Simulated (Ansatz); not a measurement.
NO$_{2}$− (`O=N[O-]`), relaxed with RKS PBE-D4/def2-SVPD in Ansatz 0.2.0 from a rough embedded geometry. The force threshold is 0.03 eV/Å; the program also tests the step.

The species carries charge -1 and has multiplicity 1.

Start:

```xyz
3

O    -0.320    0.244    1.033
N    -0.311   -0.288   -0.122
O     0.630    0.045   -0.911
```

```json
{"step": "1", "energy (eV)": "-5573.6164", "largest force (eV/Å)": "0.305", "largest move (Å)": "0.000"}
{"step": "2", "energy (eV)": "-5573.6199", "largest force (eV/Å)": "0.056", "largest move (Å)": "0.007"}
{"step": "3", "energy (eV)": "-5573.6200", "largest force (eV/Å)": "0.002", "largest move (Å)": "0.002"}
```

End:

```xyz
3

O    -0.313    0.245    1.026
N    -0.315   -0.292   -0.124
O     0.629    0.047   -0.902
```

It took 1.3 s on 2 threads of an AMD EPYC 7R13 on a shared host, with 0.14 GiB of host memory at the peak.
